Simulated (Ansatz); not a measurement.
A made-up structure of CH$_{5}$SSi (charge -1), singlet:

```xyz
8
angstrom
C -0.5985 0.7864 -0.1708
Si 0.5255 -0.7155 0.1368
S 1.9163 -0.4830 1.6139
H -1.3161 0.5925 -0.9771
H 2.9254 -1.2348 2.1298
H -1.1521 1.0330 0.7401
H 1.0796 -1.0211 -1.2415
H -0.4606 -1.8498 0.3391
```

It is relaxed with PBE-D4/def2-SVPD and then PBE0-D4/def2-TZVPD (Ansatz 0.2.0). Atoms count as bonded within 1.22 times the sum of their covalent radii (H–H: 0.88 Å). The end point is not checked to be a true minimum.

Task: Does its bonding change? (Judge from chemistry; the calculation decides.)

Result: By the calculation: No: no bond forms or breaks.

Where it ends: The first stage lowers the energy by 1.74 eV in 18 steps. It ends as CH₅SSi ([CH2][SiH2][SH]), total charge -1:
C1  (-0.865, 0.501, -0.198)
Si2  (0.339, -0.714, 0.166)
S3  (2.081, -0.201, 1.563)
H4  (-0.633, 1.304, -0.896)
H5  (2.682, -1.407, 1.538)
H6  (-1.616, 0.764, 0.546)
H7  (1.116, -1.206, -1.023)
H8  (-0.184, -1.932, 0.875)
(Å)

Labels in which every atom is bracketed show which atoms are joined, not bond orders.

For scale, one of the runs: PBE0-D4/def2-TZVPD relaxation, 171 basis functions, launched by `ansatz run in.yaml --threads 2 --pin off --events-out ev --progress --plain --max-ram 4352MiB`. The run took about 22 s on 2 CPU threads of an Arm Neoverse V2 (shared host).
